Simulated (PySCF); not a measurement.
These 2 structures share the formula C3H3F2N. The calculation used PBE0-D3(BJ)/def2-SVP geometry optimisation, gas phase in PySCF. One conformer each; no zero-point energy, no entropy. No frequencies were run at this level. Point groups hold within 0.08 Å.

Question: Order them by energy at this level, lowest first, and give relative energies in kcal/mol.
A. `[F:1][CH:2]([F:3])[C:4]1=[N:5][CH2:6]1` with F1–C2–C4–N5 119°
B. `[N:1]#[C:2][CH2:3][CH:4]([F:5])[F:6]` with C2–C3–C4–F5 63°

Answer: B (0.0), A (40.4).

As drawn, the lower has a C≡N group, which the higher lacks; the higher has a three-membered ring and a C=N bond, which the lower lacks.

```
     SMILES      E (Eh)  E rel (kcal/mol)  dipole (D)  point group     A, B, C (MHz)
  N#CCC(F)F  -369.87575               0.0        2.80           C1  8867, 2130, 1812
FC(F)C1=NC1  -369.81145              40.4        0.31           Cs  7170, 2559, 2285
```
